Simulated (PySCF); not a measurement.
Orbital picture of BH

r²SCAN at R = 1.250 Å; PySCF, no relativity, basis sets B def2-SVPD, H def2-SVPD. State: ¹Σ⁺ (singlet), closed shell. Only the outer orbitals are listed, counted within each symmetry.

| orbital | occ. | ε (eV) | on B (%) | main shells (%) |
| --- | --- | --- | --- | --- |
| 2σ | 2 | -12.20 | 66 | 55 B s, 34 H s, 11 B p |
| 3σ | 2 | -5.68 | 86 | 47 B p, 38 B s, 12 H s |
| 1π | 0 | -3.16 | 96 | 96 B p |
| 1π | 0 | -3.16 | 96 | 96 B p |
| 4σ | 0 | 1.77 | 84 | 81 B s, 10 H p |

**Question.** Which are the highest filled and the lowest empty level, where do they sit, and how wide is the gap?

**Answer.** Highest filled 3σ at -5.68 eV (in %: 47 B p, 38 B s, 12 H s); lowest empty 1π at -3.16 eV (in %: 96 B p); the gap at r²SCAN is 2.52 eV.

```json
{
  "bond order (Mayer)": "0.95",
  "⟨S²⟩": "0.000",
  "charge on B (Mulliken, basis-dependent)": "-0.06",
  "charge on B (Löwdin, basis-dependent)": "0.26",
  "dipole moment (positive dipole means B(−)H(+))": "1.60 D"
}
```
